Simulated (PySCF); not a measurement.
A geometry optimisation on `CP(C)(C)=S`.

Computed with PBE0-D3(BJ)/def2-SVP geometry optimisation, gas phase (PySCF 2.14.0). Start geometry: GFN2-xTB. The command runs a driver script over a list of jobs; the input below is this job's line of settings and its coordinates in Å.

Command:
```bash
OMP_NUM_THREADS=1 python probes_run.py task.json out
```

Input:
```
{"job": {"xc": "PBE0", "basis": "def2-SVP", "d3": "d3bj", "grid": 1, "kind": "geom"}, "charge": 0, "multiplicity": 1}
C     -0.671614     1.499723    -0.347622
P      0.159174     0.135767     0.562307
C      1.555377    -0.339620    -0.534566
C     -1.014576    -1.271318     0.418005
S      0.675007     0.575171     2.379805
H     -0.938844     1.202509    -1.358830
H     -1.565509     1.784795     0.205137
H      0.005612     2.352186    -0.374755
H      2.054486    -1.202634    -0.096255
H      1.213545    -0.577106    -1.539069
H      2.260853     0.489379    -0.567309
H     -1.272309    -1.473084    -0.618866
H     -1.911328    -1.026781     0.985384
H     -0.550552    -2.149459     0.864469
```

Output:
```
step   0  E = -858.59952159  max force = 0.010918
step   1  E = -858.60050117  max force = 0.001286
step   2  E = -858.60051783  max force = 0.000300
step   3  E = -858.60051927  max force = 0.000058
optimisation converged
```

Energies in Eh; «max force» is the largest Cartesian gradient component in Eh/bohr.

Q: How much energy does the optimisation release, in eV?

A: E(step 0) − E(last step) = 0.000998 Eh, which is 0.027 eV.

Q: Give the first gradient maximum in eV/Å.

A: With 1 Eh/bohr = 51.422 eV/Å, 0.561 eV/Å.

Summary of the converged run: final energy -858.60052 Eh after 3 steps; dipole 4.75 D.

Q: Give the final coordinates.

A: 0.014 Å rms from the input after alignment:
```
atom  x, y, z in Å
C1    -0.6947    1.5713   -0.4219
P2     0.1568    0.2303    0.4718
C3     1.5458   -0.2281   -0.6160
C4    -0.9876   -1.1843    0.3624
S5     0.6852    0.6967    2.2883
H6    -0.9744    1.2735   -1.4438
H7    -1.5927    1.8498    0.1473
H8    -0.0252    2.4424   -0.4548
H9     2.0598   -1.0934   -0.1742
H10    1.2080   -0.4716   -1.6348
H11    2.2525    0.6131   -0.6457
H12   -1.2602   -1.4119   -0.6793
H13   -1.8899   -0.9449    0.9425
H14   -0.5039   -2.0572    0.8231
```

Q: How long does this job take on Arm Neoverse V1, one thread, shared host with 32 logical CPUs at a one-minute load of 10? And the peak memory of the process?

A: About 22 s, with 0.50 GiB resident at the peak, the Python interpreter and its libraries included.
Labels such as C1 count atoms from 1, the log's own numbers from 0.
